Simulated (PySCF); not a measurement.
# FH3P: the cost of one run

Computed with PySCF 2.14.0, with density-fitted response routines of our own, on a single molecule in the gas phase. Atoms count from 0, in the outputs and in this text.

## Step 1: Starting geometry

5 atoms, charge 1, multiplicity 1; geometry from: GFN2-xTB. The atoms were then displaced at random by about 0.01 Å, so the start is not that level's minimum.

Bonds of the start (Å): F0–P1 1.59, P1–H2 1.38, P1–H3 1.39, P1–H4 1.39.

## Step 2: Relaxing the molecule at PBE0-D3(BJ)/def2-SVP

Job settings and geometry (Å):

```
{"job": {"xc": "PBE0", "basis": "def2-SVP", "d3": "d3bj", "grid": 1, "shake": 0.01, "kind": "geom"}, "charge": 1, "multiplicity": 1}
F      1.426880    -0.171170     0.222070
P     -0.130170     0.009120    -0.025630
H     -0.663720    -0.059830     1.247520
H     -0.177900     1.257020    -0.630590
H     -0.421520    -1.069120    -0.851260
```

Started as:

```sh
> OMP_NUM_THREADS=1 python probes_run.py task.json out
```

This one command runs all jobs of the session in turn.

**Question.** How long does this first job take on 1 thread of Intel Xeon Platinum 8488C, shared host, and how much memory does it need?

About 3.3 s, with a peak of 0.27 GiB.
